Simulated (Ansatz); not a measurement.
# ClFH₂Si (built from SMILES F.[SiH]Cl): a barrier at many levels of theory

Aim: the barrier and energy of one elementary step (Si1–H3 formed, Si1–F4 formed, H3–F4 broken) from LDA up to coupled cluster, on fixed structures, to see where each rung fails.

The runs use Ansatz 0.2.0, Gaussian basis; single points in def2-TZVPP on PBE0-D4/def2-TZVP structures.

Levels: SPW92, PBE-D4, BLYP-D4, r2SCAN-D4, B97M-V, PBE0-D4, B3LYP-D4, r2SCAN0-D4, BHLYP-D4, CAM-B3LYP-D4, wB97X-V, wB97M-V, B2PLYP, PBE-QIDH, RPA on PBE, Hartree-Fock, MP2, CCSD, CCSD(T). The reference is CCSD(T) at the basis limit, from triple and quadruple zeta. Zero-point energies come from PBE0-D4 vibrations.

Cores are frozen in the correlated methods. B3LYP uses VWN-RPA correlation. B2PLYP carries no dispersion term here.

42 further runs of the same task are left out: 42 set aside as unsound or not needed.

## (1) Start, saddle and end, as given

Charge 0, multiplicity 1. The folders r, ts and p hold the start, the saddle and the end; their coordinates stand in the first inputs.

```
  pair  r (Å)  ts (Å)  p (Å)
Si1–H3  2.457   1.669  1.475
Si1–F4  2.263   1.950  1.589
 H3–F4  0.940   1.149  2.485
```

## (2) SPW92/def2-TZVPP

File r/in.yaml:

```yaml
crystal:
  periodic: [false, false, false]
  atoms:
    - {symbol: Si, position_ang: [-0.463821, -0.602366, 0.936786]}
    - {symbol: Cl, position_ang: [1.067826, -1.261920, -0.420336]}
    - {symbol: H, position_ang: [-0.124033, 0.492624, -1.236565]}
    - {symbol: F, position_ang: [-0.862980, 0.833141, -0.765930]}
    - {symbol: H, position_ang: [0.383008, 0.538522, 1.485945]}
basis:
  gaussian: {orbitals: def2-TZVPP}
hamiltonian: {xc: lda}
```

File ts/in.yaml:

```yaml
crystal:
  periodic: [false, false, false]
  atoms:
    - {symbol: Si, position_ang: [-0.290462, -0.348824, 0.340914]}
    - {symbol: Cl, position_ang: [1.365933, -1.525191, 0.034084]}
    - {symbol: H, position_ang: [-1.048374, 0.385831, -0.952252]}
    - {symbol: F, position_ang: [-0.124852, 1.069230, -0.986792]}
    - {symbol: H, position_ang: [0.097754, 0.418954, 1.563946]}
basis:
  gaussian: {orbitals: def2-TZVPP}
hamiltonian: {xc: lda}
```

File p/in.yaml:

```yaml
crystal:
  periodic: [false, false, false]
  atoms:
    - {symbol: Si, position_ang: [-0.095177, 0.066634, 0.032744]}
    - {symbol: Cl, position_ang: [1.173538, -1.516024, -0.138655]}
    - {symbol: H, position_ang: [-1.398818, -0.302171, -0.550840]}
    - {symbol: F, position_ang: [0.494454, 1.288706, -0.794842]}
    - {symbol: H, position_ang: [-0.173996, 0.462854, 1.451493]}
basis:
  gaussian: {orbitals: def2-TZVPP}
hamiltonian: {xc: lda}
```

Each run has its own folder and the same command.

On the command line:

```console
ansatz run in.yaml --threads 2 --pin off --events-out ev --progress --plain --max-ram 4352MiB
```

After this run come: PBE-D4/def2-TZVPP; BLYP-D4/def2-TZVPP; r2SCAN-D4/def2-TZVPP; B97M-V/def2-TZVPP; PBE0-D4/def2-TZVPP; B3LYP-D4/def2-TZVPP; r2SCAN0-D4/def2-TZVPP; BHLYP-D4/def2-TZVPP; CAM-B3LYP-D4/def2-TZVPP; wB97X-V/def2-TZVPP; wB97M-V/def2-TZVPP; B2PLYP/def2-TZVPP; PBE-QIDH/def2-TZVPP; RPA on PBE/def2-TZVPP; CCSD(T)/def2-TZVPP; MP2/def2-QZVPP; Vibrations of the start structure; Vibrations of the end structure.

Before running it: what results should come out? Wanted: barrier, CCSD(T)/CBS; reverse barrier, CCSD(T)/CBS; step energy, CCSD(T)/CBS; barrier with zero-point energy; step energy with zero-point energy; imaginary mode at the saddle; largest T1 diagnostic.

As calculated:

| quantity | value |
| --- | --- |
| barrier, CCSD(T)/CBS | 0.744 eV |
| reverse barrier, CCSD(T)/CBS | 3.974 eV |
| step energy, CCSD(T)/CBS | -3.230 eV |
| barrier with zero-point energy | 0.645 eV |
| step energy with zero-point energy | -3.197 eV |
| imaginary mode at the saddle | 1237i cm⁻¹ |
| largest T1 diagnostic | 0.014 |

In words: Among the functionals wB97M-V lands nearest to CCSD(T)/CBS (+0.012 eV) and SPW92 farthest (-0.432 eV). By rung, the mean size of the error is: LDA 0.432, GGA 0.268, meta-GGA 0.207, hybrid 0.119, range-separated hybrid 0.048, double hybrid 0.056 eV. PBE-D4 gives a barrier 0.317 eV too low, outside chemical accuracy (1 kcal/mol, 0.043 eV). Every functional without exact exchange puts the barrier too low, the usual mark of self-interaction error, which favours the spread-out density of a saddle. The barrier rises with the share of exact exchange, from BLYP-D4 through B3LYP-D4 to BHLYP-D4 (-0.219, -0.088, +0.121 eV). Hartree-Fock, with no correlation, is off by +0.491 eV. Zero-point motion lowers the barrier by 0.098 eV. The restricted Hartree–Fock reference is unstable towards an unrestricted one at one or more of these structures.
